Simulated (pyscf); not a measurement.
HO–Si:–OH [singlet] + NH₃ → H₂N–SiH(OH)–OH (insertion; singlet surface; H–N broken, N–Si, H–Si formed). Single points on ωB97X-D3(BJ)/def2-SVP structures (PySCF, gas phase). MP2 and CC: frozen core, UHF for open shells. ΔMP2 is the change of the MP2 total energy from the triple- to the quadruple-zeta basis. Energies in kJ/mol from the separated reactants.

| level | barrier | reaction energy |
|---|---|---|
| r²SCAN/def2-TZVP | 93.0 | -212.3 |
| B3LYP-D3(BJ)/def2-TZVP | 120.0 | -193.1 |
| M06-2X/def2-TZVP | 121.6 | -208.3 |
| ωB97M-D3(BJ)/def2-TZVP | 132.5 | -191.8 |
| MP2/def2-QZVPP | 118.0 | -213.1 |
| CCSD(T)/def2-TZVPP | ___ | -196.7 |
| CCSD(T)/def2-TZVPP + ΔMP2(QZVPP) | ___ | ___ |

Task: Complete the blanks.

Result: 
- CCSD(T)/def2-TZVPP, barrier: 131.5
- CCSD(T)/def2-TZVPP + ΔMP2(QZVPP), barrier: 128.0
- CCSD(T)/def2-TZVPP + ΔMP2(QZVPP), reaction energy: -199.4

Of the functionals in the table, ωB97M-D3(BJ) is closest to CCSD(T)/def2-TZVPP + ΔMP2(QZVPP) in the barrier (4.5 kJ/mol apart) and r²SCAN least close (35.0 kJ/mol); that level has limits of its own. On the reactant side the descent ends in an adduct with a N–Si contact, 49.1 kJ/mol under the separated species and 171.1 kJ/mol under the saddle at ωB97X-D3(BJ)/def2-TZVP. What is counted as formed (N–Si) is already present as a longer contact in the reactant adduct; forming that adduct is a step of its own. This is the saddle that the search found; another between the same sides may lie lower. The CCSD(T) − MP2 part came from Ansatz, without density fitting, on the same reference.
